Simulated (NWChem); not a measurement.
Program: NWChem. System: Li, charge 0, spin multiplicity 2. Its SCF solution wasn't tested for a lower state. Level: UHF/def2-TZVP.

NWChem printed:

```
             Northwest Computational Chemistry Package (NWChem) 7.3.0
             --------------------------------------------------------

                                NWChem Input Module
                                -------------------

 Scaling coordinates for geometry "geometry" by  1.889725989
 (inverse scale =  0.529177249)

                             Geometry "geometry" -> ""
                             -------------------------

 Output coordinates in angstroms (scale by  1.889725989 to convert to a.u.)

  No.       Tag          Charge          X              Y              Z
 ---- ---------------- ---------- -------------- -------------- --------------
    1 Li                   3.0000     0.00000000     0.00000000     0.00000000

 Effective nuclear repulsion energy (a.u.)       0.0000000000

            Nuclear Dipole moment (a.u.)
            ----------------------------
        X                 Y               Z
 ---------------- ---------------- ----------------
     0.0000000000     0.0000000000     0.0000000000

      Symmetry information
      --------------------

 Group name             D2h
 Group number             26
 Group order               8
 No. of unique centers     1

      Symmetry unique atoms

     1


 Summary of "ao basis" -> "" (spherical)
 ------------------------------------------------------------------------------
       Tag                 Description            Shells   Functions and Types
 ---------------- ------------------------------  ------  ---------------------
 *                         def2-tzvp                  on all atoms

 Summary of "ao basis" -> "ao basis" (spherical)
 ------------------------------------------------------------------------------
       Tag                 Description            Shells   Functions and Types
 ---------------- ------------------------------  ------  ---------------------
 Li                        def2-tzvp                 8       14   5s3p

                                 NWChem SCF Module
                                 -----------------

  ao basis        = "ao basis"
  functions       =    14
  atoms           =     1
  alpha electrons =     2
  beta  electrons =     1
  charge          =   0.00
  wavefunction    = UHF
  use symmetry    = T
  symmetry adapt  = T

 Summary of "ao basis" -> "ao basis" (spherical)
 ------------------------------------------------------------------------------
       Tag                 Description            Shells   Functions and Types
 ---------------- ------------------------------  ------  ---------------------
 Li                        def2-tzvp                 8       14   5s3p

      Symmetry analysis of basis
      --------------------------

        ag          5
        au          0
        b1g         0
        b1u         3
        b2g         0
        b2u         3
        b3g         0
        b3u         3

 Forming initial guess at       0.0s

   Symmetry analysis of molecular orbitals - initial alpha
   -------------------------------------------------------

  Numbering of irreducible representations:

     1 ag          2 au          3 b1g         4 b1u         5 b2g
     6 b2u         7 b3g         8 b3u

  Orbital symmetries:

     1 ag          2 ag          3 b2u         4 b3u         5 b1u
     6 ag          7 b2u         8 b3u         9 b1u        10 ag
    11 b3u        12 b2u

   Symmetry analysis of molecular orbitals - initial beta
   ------------------------------------------------------

  Numbering of irreducible representations:

     1 ag          2 au          3 b1g         4 b1u         5 b2g
     6 b2u         7 b3g         8 b3u

  Orbital symmetries:

     1 ag          2 ag          3 b2u         4 b1u         5 b3u
     6 ag          7 b2u         8 b1u         9 b3u        10 ag
    11 b2u        12 b3u

 Starting SCF solution at       0.0s

 ----------------------------------------------
         Quadratically convergent UHF

 Convergence threshold     :          1.000E-07
 Maximum no. of iterations :          100
 Integral*density screening:          1.000E-09
 ----------------------------------------------

              iter       energy          gnorm     gmax       time
             ----- ------------------- --------- --------- --------
                 1       -7.4317855015  1.55D-01  9.45D-02      0.0
                 2       -7.4326537389  6.09D-03  3.62D-03      0.0
                 3       -7.4326752230  2.02D-05  1.24D-05      0.0
                 4       -7.4326752231  3.91D-09  2.37D-09      0.0

       Final UHF  results
       ------------------

         Total SCF energy =     -7.432675223121
      One electron energy =     -9.713547096555
      Two electron energy =      2.280871873434
 Nuclear repulsion energy =      0.000000000000

                       Sz =      0.5000
                 Sz(Sz+1) =      0.7500
                      S^2 =      0.7500

        Time for solution =      0.0s

       Symmetry analysis of molecular orbitals - alpha
       -----------------------------------------------

  Numbering of irreducible representations:

     1 ag          2 au          3 b1g         4 b1u         5 b2g
     6 b2u         7 b3g         8 b3u

  Orbital symmetries:

     1 ag          2 ag          3 b1u         4 b3u         5 b2u
     6 ag          7 b2u         8 b3u         9 b1u        10 ag
    11 b2u        12 b3u

       Symmetry analysis of molecular orbitals - beta
       ----------------------------------------------

  Numbering of irreducible representations:

     1 ag          2 au          3 b1g         4 b1u         5 b2g
     6 b2u         7 b3g         8 b3u

  Orbital symmetries:

     1 ag          2 ag          3 b3u         4 b2u         5 b1u
     6 ag          7 b3u         8 b2u         9 b1u        10 ag
    11 b2u        12 b1u

          Final alpha eigenvalues
          -----------------------

              1
    1   -2.4867
    2   -0.1963
    3    0.0537
    4    0.0537
    5    0.0537
    6    0.1301
    7    0.6501
    8    0.6501
    9    0.6501
   10    1.6077
   11    6.2880
   12    6.2880

          Final beta eigenvalues
          ----------------------

              1
    1   -2.4688
    2    0.0208
    3    0.1029
    4    0.1029
    5    0.1029
    6    0.1757
    7    0.6636
    8    0.6636
    9    0.6636
   10    1.6299
   11    6.2947
   12    6.2947

                    UHF Final Alpha Molecular Orbital Analysis
                    ------------------------------------------

 Vector    2  Occ=1.000000D+00  E=-1.963336D-01  Symmetry=ag
              MO Center= -9.9D-16, -4.8D-17,  9.0D-16, r^2= 5.0D+00
   Bfn.  Coefficient  Atom+Function         Bfn.  Coefficient  Atom+Function
  ----- ------------  ---------------      ----- ------------  ---------------
     5      0.552102  1 Li s                  4      0.547532  1 Li s

 Vector    3  Occ=0.000000D+00  E= 5.373192D-02  Symmetry=b1u
              MO Center= -1.4D-46, -6.8D-48, -9.1D-16, r^2= 5.5D+00
   Bfn.  Coefficient  Atom+Function         Bfn.  Coefficient  Atom+Function
  ----- ------------  ---------------      ----- ------------  ---------------
    11      0.966028  1 Li pz

 Vector    4  Occ=0.000000D+00  E= 5.373192D-02  Symmetry=b3u
              MO Center=  9.9D-16, -8.1D-48, -1.2D-48, r^2= 5.5D+00
   Bfn.  Coefficient  Atom+Function         Bfn.  Coefficient  Atom+Function
  ----- ------------  ---------------      ----- ------------  ---------------
     9      0.966028  1 Li px

 Vector    5  Occ=0.000000D+00  E= 5.373192D-02  Symmetry=b2u
              MO Center=  3.3D-51,  4.9D-17, -3.0D-51, r^2= 5.5D+00
   Bfn.  Coefficient  Atom+Function         Bfn.  Coefficient  Atom+Function
  ----- ------------  ---------------      ----- ------------  ---------------
    10      0.966028  1 Li py

                     UHF Final Beta Molecular Orbital Analysis
                     -----------------------------------------

 Vector    2  Occ=0.000000D+00  E= 2.077467D-02  Symmetry=ag
              MO Center= -2.7D-35,  1.4D-37, -6.7D-38, r^2= 8.3D+00
   Bfn.  Coefficient  Atom+Function         Bfn.  Coefficient  Atom+Function
  ----- ------------  ---------------      ----- ------------  ---------------
     5      1.135372  1 Li s

 Vector    3  Occ=0.000000D+00  E= 1.028668D-01  Symmetry=b3u
              MO Center= -3.3D-20, -3.1D-59,  1.1D-59, r^2= 5.6D+00
   Bfn.  Coefficient  Atom+Function         Bfn.  Coefficient  Atom+Function
  ----- ------------  ---------------      ----- ------------  ---------------
     9      0.970917  1 Li px

 Vector    4  Occ=0.000000D+00  E= 1.028668D-01  Symmetry=b2u
              MO Center=  6.9D-62,  1.7D-22,  3.1D-64, r^2= 5.6D+00
   Bfn.  Coefficient  Atom+Function         Bfn.  Coefficient  Atom+Function
  ----- ------------  ---------------      ----- ------------  ---------------
    10      0.970917  1 Li py

 center of mass
 --------------
 x =   0.00000000 y =   0.00000000 z =   0.00000000

 moments of inertia (a.u.)
 ------------------
           0.000000000000           0.000000000000           0.000000000000
           0.000000000000           0.000000000000           0.000000000000
           0.000000000000           0.000000000000           0.000000000000

  Mulliken analysis of the total density
  --------------------------------------

    Atom       Charge   Shell Charges
 -----------   ------   -------------------------------------------------------
    1 Li   3     3.00   0.36  1.30  0.32  0.50  0.53  0.00  0.00  0.00

  Mulliken analysis of the alpha density
  --------------------------------------

    Atom       Charge   Shell Charges
 -----------   ------   -------------------------------------------------------
    1 Li   3     2.00   0.18  0.65  0.14  0.50  0.53  0.00  0.00  0.00

   Mulliken analysis of the beta density
   -------------------------------------

    Atom       Charge   Shell Charges
 -----------   ------   -------------------------------------------------------
    1 Li   3     1.00   0.18  0.64  0.18  0.00 -0.00  0.00  0.00  0.00

   Mulliken analysis of the spin density
   -------------------------------------

    Atom       Charge   Shell Charges
 -----------   ------   -------------------------------------------------------
    1 Li   3     1.00   0.01  0.01 -0.03  0.49  0.53  0.00  0.00  0.00

       Multipole analysis of the density wrt the origin
       ------------------------------------------------

     L   x y z        total         alpha         beta         nuclear
     -   - - -        -----         -----         ----         -------
     0   0 0 0     -0.000000     -2.000000     -1.000000      3.000000

     1   1 0 0      0.000000      0.000000     -0.000000      0.000000
     1   0 1 0      0.000000      0.000000      0.000000      0.000000
     1   0 0 1     -0.000000     -0.000000     -0.000000      0.000000

     2   2 0 0     -6.194677     -6.045111     -0.149566      0.000000
     2   1 1 0     -0.000000     -0.000000      0.000000      0.000000
     2   1 0 1      0.000000      0.000000     -0.000000      0.000000
     2   0 2 0     -6.194677     -6.045111     -0.149566      0.000000
     2   0 1 1      0.000000      0.000000      0.000000      0.000000
     2   0 0 2     -6.194677     -6.045111     -0.149566      0.000000

 Task  times  cpu:        0.0s     wall:        0.0s

 Total times  cpu:        0.1s     wall:        0.1s
```

**Question.** Write an NWChem input that would produce this output.

**Answer.** This is not unique; one that fits is 
```
start mol
memory heap 200 mb stack 900 mb global 1100 mb
geometry units angstroms nocenter noautoz
  Li     0.000000     0.000000     0.000000
  symmetry group D2h
end
basis spherical
  * library def2-tzvp
end
scf
  uhf
  nopen 1
  maxiter 100
  thresh 1e-7
  semidirect memsize 60000000 filesize 0
  # guess.movecs holds the orbitals of an unrestricted PBE0 run
  vectors input guess.movecs output mol.movecs
end
task scf energy
```
